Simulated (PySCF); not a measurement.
**Oxygen: a sound run and one with changed settings**

Sound run: O [He] 2s2 2p4, O⁺ [He] 2s2 2p3. All numbers are calculated (PySCF 2.14, no relativity, point nucleus, in 6-31G*). In the sound run the correlated levels freeze 1s2. The sound run starts from symmetry-adapted Hartree-Fock orbitals and uses a fine grid where one is needed.

Changed run: initial guess sap, at most 50 SCF cycles.

```tsv
species	method	sound run (hartree)	changed run (hartree)	converged
O	UHF	-74.78318	-74.78318	yes
O	B3LYP	-75.05940	-75.05940	yes
O	CCSD(T)	-74.89475	-74.89475	yes
O⁺	BP86	-74.53183	-74.53183	yes
O⁺	MP2	-74.40172	-74.40172	yes
```

Here the plain start reaches the same solutions.
